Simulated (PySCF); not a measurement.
**O2, triplet: cost against accuracy**

Geometry (MP2(full)/6-31G*, from the G2/97 set):

```
atom   x (Å)   y (Å)   z (Å)
   O  0.0000  0.0000  0.0000
   O  0.0000  0.0000  1.2460
```

Measured, as an electronic atomization energy: 120.3 kcal/mol (G2/97 heats of formation of molecule and atoms, with zero-point and thermal terms from B3LYP taken off; Curtiss et al., J. Chem. Phys. 106, 1063 (1997), Staroverov et al., J. Chem. Phys. 119, 12129 (2003)). The measured value holds scalar relativity and spin–orbit coupling, which all computed ones lack, and core correlation, which the wave-function levels lack. Atoms are taken at the same level; beside RHF, RMP2 and RCC rows of closed shells they are unrestricted. PySCF 2.14.0; the 6-31G* set has Cartesian d functions; a miss is computed less measured; times are wall times on shared hosts and scatter by a factor of two or so; they hold the correlated step alone (with one SCF for RCCSD(T)), and functionals start from a converged Hartree–Fock density. B3LYP has the VWN-RPA form, and B2PLYP's MP2 part freezes the cores.

```json
{"level": "RHF", "basis": "STO-3G", "miss (kcal/mol)": "-106.3", "time of the run": "–", "hardware": "–"}
{"level": "RCCSD(T)", "basis": "STO-3G", "miss (kcal/mol)": "-31.0", "time of the run": "0.18 s", "hardware": "1 CPU thread"}
{"level": "PBE", "basis": "STO-3G", "miss (kcal/mol)": "36.5", "time of the run": "0.8 s", "hardware": "1 CPU thread"}
{"level": "wB97M-V", "basis": "STO-3G", "miss (kcal/mol)": "11.5", "time of the run": "3.5 s", "hardware": "1 CPU thread"}
{"level": "B2PLYP", "basis": "STO-3G", "miss (kcal/mol)": "-10.1", "time of the run": "0.9 s", "hardware": "1 CPU thread"}
{"level": "RHF", "basis": "6-31G", "miss (kcal/mol)": "-140.9", "time of the run": "–", "hardware": "–"}
{"level": "UCCSD(T)", "basis": "6-31G", "miss (kcal/mol)": "-49.8", "time of the run": "0.41 s", "hardware": "1 CPU thread"}
{"level": "PBE", "basis": "6-31G", "miss (kcal/mol)": "-1.1", "time of the run": "1.2 s", "hardware": "1 CPU thread"}
{"level": "r2SCAN", "basis": "6-31G", "miss (kcal/mol)": "-17.4", "time of the run": "2.3 s", "hardware": "1 CPU thread"}
{"level": "B3LYP", "basis": "6-31G", "miss (kcal/mol)": "-24.0", "time of the run": "1.3 s", "hardware": "1 CPU thread"}
{"level": "wB97M-V", "basis": "6-31G", "miss (kcal/mol)": "-27.3", "time of the run": "5.8 s", "hardware": "1 CPU thread"}
{"level": "RHF", "basis": "cc-pVDZ", "miss (kcal/mol)": "-105.5", "time of the run": "–", "hardware": "–"}
{"level": "RMP2", "basis": "cc-pVDZ", "miss (kcal/mol)": "5.7", "time of the run": "–", "hardware": "–"}
{"level": "RCCSD(T)", "basis": "cc-pVDZ", "miss (kcal/mol)": "-16.9", "time of the run": "0.95 s", "hardware": "1 CPU thread"}
{"level": "UCCSD(T)", "basis": "cc-pVDZ", "miss (kcal/mol)": "-16.9", "time of the run": "0.92 s", "hardware": "1 CPU thread"}
{"level": "PBE", "basis": "cc-pVDZ", "miss (kcal/mol)": "24.1", "time of the run": "1.8 s", "hardware": "1 CPU thread"}
{"level": "r2SCAN", "basis": "cc-pVDZ", "miss (kcal/mol)": "7.6", "time of the run": "3.3 s", "hardware": "1 CPU thread"}
{"level": "B3LYP", "basis": "cc-pVDZ", "miss (kcal/mol)": "2.2", "time of the run": "2 s", "hardware": "1 CPU thread"}
{"level": "wB97M-V", "basis": "cc-pVDZ", "miss (kcal/mol)": "0.8", "time of the run": "7.1 s", "hardware": "1 CPU thread"}
{"level": "UMP2", "basis": "6-31G*", "miss (kcal/mol)": "-1.3", "time of the run": "–", "hardware": "–"}
{"level": "UCCSD(T)", "basis": "6-31G*", "miss (kcal/mol)": "-14.8", "time of the run": "1.3 s", "hardware": "1 CPU thread"}
{"level": "r2SCAN", "basis": "6-31G*", "miss (kcal/mol)": "9.1", "time of the run": "3 s", "hardware": "1 CPU thread"}
{"level": "B3LYP", "basis": "6-31G*", "miss (kcal/mol)": "3.6", "time of the run": "2.1 s", "hardware": "1 CPU thread"}
{"level": "wB97M-V", "basis": "6-31G*", "miss (kcal/mol)": "2.6", "time of the run": "6.7 s", "hardware": "1 CPU thread"}
{"level": "B2PLYP", "basis": "6-31G*", "miss (kcal/mol)": "-0.6", "time of the run": "2.1 s", "hardware": "1 CPU thread"}
{"level": "RHF", "basis": "cc-pVTZ", "miss (kcal/mol)": "-100.5", "time of the run": "–", "hardware": "–"}
{"level": "UHF", "basis": "cc-pVTZ", "miss (kcal/mol)": "-93.3", "time of the run": "3.1 s", "hardware": "1 CPU thread"}
{"level": "UMP2", "basis": "cc-pVTZ", "miss (kcal/mol)": "5.1", "time of the run": "–", "hardware": "–"}
{"level": "RCCSD(T)", "basis": "cc-pVTZ", "miss (kcal/mol)": "-7.4", "time of the run": "13 s", "hardware": "1 CPU thread"}
{"level": "PBE", "basis": "cc-pVTZ", "miss (kcal/mol)": "23.4", "time of the run": "3.1 s", "hardware": "1 CPU thread"}
{"level": "r2SCAN", "basis": "cc-pVTZ", "miss (kcal/mol)": "8.5", "time of the run": "5.2 s", "hardware": "1 CPU thread"}
{"level": "wB97M-V", "basis": "cc-pVTZ", "miss (kcal/mol)": "1.1", "time of the run": "10 s", "hardware": "1 CPU thread"}
{"level": "B2PLYP", "basis": "cc-pVTZ", "miss (kcal/mol)": "1.2", "time of the run": "4 s", "hardware": "1 CPU thread"}
{"level": "RMP2", "basis": "cc-pVQZ", "miss (kcal/mol)": "20.6", "time of the run": "–", "hardware": "–"}
{"level": "UMP2", "basis": "cc-pVQZ", "miss (kcal/mol)": "8.2", "time of the run": "–", "hardware": "–"}
{"level": "RCCSD(T)", "basis": "cc-pVQZ", "miss (kcal/mol)": "-4.1", "time of the run": "6.1 min", "hardware": "1 CPU thread"}
{"level": "UCCSD(T)", "basis": "cc-pVQZ", "miss (kcal/mol)": "-4.3", "time of the run": "6.5 min", "hardware": "1 CPU thread"}
{"level": "PBE", "basis": "cc-pVQZ", "miss (kcal/mol)": "23.4", "time of the run": "13 s", "hardware": "1 CPU thread"}
{"level": "B3LYP", "basis": "cc-pVQZ", "miss (kcal/mol)": "2.3", "time of the run": "16 s", "hardware": "1 CPU thread"}
{"level": "B2PLYP", "basis": "cc-pVQZ", "miss (kcal/mol)": "2.4", "time of the run": "22 s", "hardware": "1 CPU thread"}
```

HF's time is that of a plain UHF run. A dash: the level came out of a higher level's run.

A composite of the best parts (unrestricted reference, at this geometry, which isn't the minimum of the high levels):

```
                                    part  kcal/mol
Hartree–Fock limit (T, Q; exp(−5.46 √X))     27.84
   CCSD(T) correlation limit (T, Q; X⁻³)     90.33
                    CCSDT − CCSD(T) (DZ)     -0.03
                                     sum     118.1
                       sum less measured      -2.2
```
